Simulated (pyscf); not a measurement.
F–GeH(F)–F + HF → F–Ge(F)(F)–F + H₂ (four-centre exchange; singlet surface; Ge–H, F–H broken, F–Ge, H–H formed). Single points on ωB97X-D3(BJ)/def2-SVP structures (PySCF, gas phase). Energies in kcal/mol from the separated reactants.

| level | barrier | reaction energy |
|---|---|---|
| ωB97X-D3(BJ)/def2-TZVP | 37.4 | -7.3 |
| PBE/def2-TZVP | 31.4 | -6.4 |
| r²SCAN/def2-TZVP | 31.6 | -9.2 |
| PBE0-D3(BJ)/def2-TZVP | 35.6 | -5.6 |
| ωB97M-D3(BJ)/def2-TZVP | 37.8 | -6.4 |
| HF/def2-TZVP | 54.6 | -7.1 |

The functionals in the table span 6.5 kcal/mol in this barrier, from PBE to ωB97M-D3(BJ). At the saddle there is also a short Ge–H contact that neither side keeps. The same reactants have a lower exit, to HF + F–Ge:–F [singlet] + HF (barrier +31.3 kcal/mol at ωB97M-D3(BJ), against +37.8 kcal/mol here). This is the saddle that the search found; another between the same sides may lie lower. Elements up to Kr have no core potential and no relativistic terms here.
